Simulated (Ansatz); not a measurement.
# CHSi (doublet): wB97M-V, B2PLYP over a scan of the distance Si1–C2, 6-31G

How well do these functionals follow the top wave-function level for CHSi (doublet) over a scan of the distance Si1–C2?

Method: 6-31G, all electrons in the functionals, frozen cores in the correlation of double hybrids and RPA; program: Ansatz 0.2.0, Gaussian basis.

The runs, in order: wB97M-V, B2PLYP, at 1.356 Å; 1.536 Å; 1.683 Å; 1.888 Å; 2.046 Å; 2.320 Å; 2.663 Å; 3.058 Å; 3.680 Å; 4.548 Å; 5.842 Å.

24 further runs of the same task are left out: 1 for a mislabelled method, 5 for a known fault of the program, 16 that didn't finish, 2 set aside as unsound or not needed.

### Step 1. The geometry

The geometry derives from a PBE0/def2-TZVP stationary point (not a proven minimum). One bond is set to the value named and the two fragments are kept rigid.

3 atoms, charge 0, spin multiplicity 2.

Atoms are counted from 1 here; the program's logs count them from 0.

Bond lengths: Si1–C2 1.682 Å, C2–H3 1.079 Å. Angles: Si1–C2–H3 180.0°.

Coordinates:

```xyz
3
CHSi
Si    0.0000    0.0000    1.4814
C     0.0000    0.0000   -0.2010
H     0.0000    0.0000   -1.2804
```

No dispersion term is added; wB97M-V holds VV10 nonlocal correlation.

The geometry shown and the zero of energy belong to the point 1.683 Å. The yardstick, FCI, and other wave-function levels (R restricted, U unrestricted, valence and pair active spaces) come from earlier runs.

### Step 2. wB97M-V, 1.356 Å

File in.yaml:

```yaml
crystal:
  periodic: [false, false, false]
  atoms:
    - {symbol: Si, position_ang: [0.000000, 0.000000, 1.263808]}
    - {symbol: C, position_ang: [0.000000, 0.000000, -0.092192]}
    - {symbol: H, position_ang: [0.000000, 0.000000, -1.171615]}
basis:
  gaussian: {orbitals: 6-31G}
magnetization: {spin_polarized: true, initial_magnetization: 1}
hamiltonian: {xc: {name: wB97M-V}}
output: {orbitals: {seedname: orbitals}}
```

Started as:

```sh
ansatz run in.yaml --threads 1 --pin off --events-out ev --progress --plain --max-ram 2393MiB
```

The runs that follow: wB97M-V, 1.536 Å; wB97M-V, 1.683 Å; wB97M-V, 1.888 Å; wB97M-V, 2.046 Å; wB97M-V, 2.320 Å; wB97M-V, 2.663 Å; wB97M-V, 3.058 Å; wB97M-V, 3.680 Å; wB97M-V, 4.548 Å; wB97M-V, 5.842 Å; B2PLYP, 1.356 Å; B2PLYP, 1.536 Å; B2PLYP, 1.683 Å; B2PLYP, 1.888 Å; B2PLYP, 2.046 Å; B2PLYP, 2.320 Å; B2PLYP, 2.663 Å; B2PLYP, 3.058 Å; B2PLYP, 3.680 Å; B2PLYP, 4.548 Å; B2PLYP, 5.842 Å.

Q: Predict the results of all the runs planned. Wanted: span of the FCI curve; largest miss, wB97M-V; largest miss, B2PLYP.

The runs gave:

```
             quantity                   value
span of the FCI curve            455.8 kJ/mol
largest miss, wB97M-V  +76.9 kJ/mol (2.663 Å)
 largest miss, B2PLYP  +57.2 kJ/mol (3.058 Å)
```

What this shows: Of the functionals, B2PLYP keep the smallest largest miss at the points compared (at most 57.2 kJ/mol) and wB97M-V strays most (76.9 kJ/mol, at 2.663 Å). wB97M-V, B2PLYP clearly break the spin symmetry at some points (⟨S²⟩ up to 1.16 above the pure value), so energy there is bought with a mixed spin. Functionals and the yardstick converge differently with the basis, so part of each miss in 6-31G is the basis.
